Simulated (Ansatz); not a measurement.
Input for Ansatz (a program for electronic structure): R-PBE/def2-TZVPPD on C6H6 (SMILES c1ccccc1) with ghost functions. Files ending in .json are basis or fitting sets from the Basis Set Exchange.

Ansatz 0.2 input:
```yaml
crystal:
  periodic: [false, false, false]
  atoms:
    - {symbol: C, position_ang: [1.03761269, -0.58106358, -1.20755700]}
    - {symbol: H, position_ang: [1.15365769, -1.10878858, -2.14414500]}
    - {symbol: C, position_ang: [0.73540869, 0.77984542, -1.20789500]}
    - {symbol: H, position_ang: [0.61442969, 1.30701942, -2.14405400]}
    - {symbol: C, position_ang: [0.58475469, 1.46071942, 0.00000000]}
    - {symbol: H, position_ang: [0.34893069, 2.51599042, 0.00000000]}
    - {symbol: C, position_ang: [0.73540869, 0.77984542, 1.20789500]}
    - {symbol: H, position_ang: [0.61442969, 1.30701942, 2.14405400]}
    - {symbol: C, position_ang: [1.03761269, -0.58106358, 1.20755700]}
    - {symbol: H, position_ang: [1.15365769, -1.10878858, 2.14414500]}
    - {symbol: C, position_ang: [1.18911369, -1.26112958, 0.00000000]}
    - {symbol: H, position_ang: [1.42595169, -2.31636258, 0.00000000]}
basis:
  gaussian:
    orbitals: def2-TZVPPD.json
    ghost_atoms:
      - {symbol: O, position_ang: [-3.90059331, -0.39915358, 0.00000000]}
      - {symbol: H, position_ang: [-3.73578931, -1.34387458, 0.00000000]}
      - {symbol: H, position_ang: [-3.01329231, -0.02756258, 0.00000000]}
hamiltonian:
  xc: {name: PBE}
scf: {lower_state_search: off}
```

Problem. Predict the final total energy.

Solution. -232.0219 hartree.

Problem. How many basis functions does it have, and what does it roughly cost on one machine?

Solution. 398 functions; very roughly 11 core-seconds.
